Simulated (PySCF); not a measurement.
Compound: CH3 (charge +1).
SMILES: `[CH3+]`

The closed-shell ground state was solved at several levels (PySCF, density fitting, gas phase, non-relativistic). Geometry: PBE0-D3(BJ)/def2-SVP; no solvent, vibrations or thermal averaging.

```csv
level,basis functions,HOMO (eV),LUMO (eV),gap (eV)
PBE0/6-31+G*,24,-21.60,-12.88,8.72
PBE0/pcSseg-1,32,-21.56,-12.89,8.67
LC-wPBE/def2-SVPD,44,-24.64,-10.20,14.44
CAM-B3LYP/def2-SVPD,44,-23.11,-11.63,11.48
wB97X-D/def2-SVPD,44,-23.57,-10.68,12.89
PBE0/6-31G*,20,-21.61,-12.86,8.75
PBE/def2-SVPD,44,-19.91,-14.52,5.39
HF/def2-SVPD,44,-25.73,-7.73,18.00
PBE0/aug-cc-pVDZ,50,-21.52,-12.89,8.63
PBE0/def2-TZVPD,64,-21.54,-12.89,8.65
```

Problem. What might PBE0/def2-TZVP (49 basis functions) give for the same quantities?

Solution. HOMO -21.54 eV, LUMO -12.88 eV, gap 8.66 eV.

Problem. Over all these levels, which gives the widest orbital gap and which the narrowest?

Solution. HF/def2-SVPD (Hartree–Fock, all exact exchange) has the widest, 18.00 eV, and PBE/def2-SVPD (GGA) the narrowest, 5.39 eV. The two share the basis. From the narrowest to the widest the HOMO moves by -5.82 eV and the LUMO by +6.79 eV.

Problem. How much does the basis alone move the frontier levels among the 6 PBE0 rows (the withheld one included)?

Solution. The HOMO by 0.09 eV and the LUMO by 0.03 eV. By rising basis size (HOMO, LUMO in eV): 6-31G* -21.61, -12.86; 6-31+G* -21.60, -12.88; pcSseg-1 -21.56, -12.89; def2-TZVP -21.54, -12.88; aug-cc-pVDZ -21.52, -12.89; def2-TZVPD -21.54, -12.89.
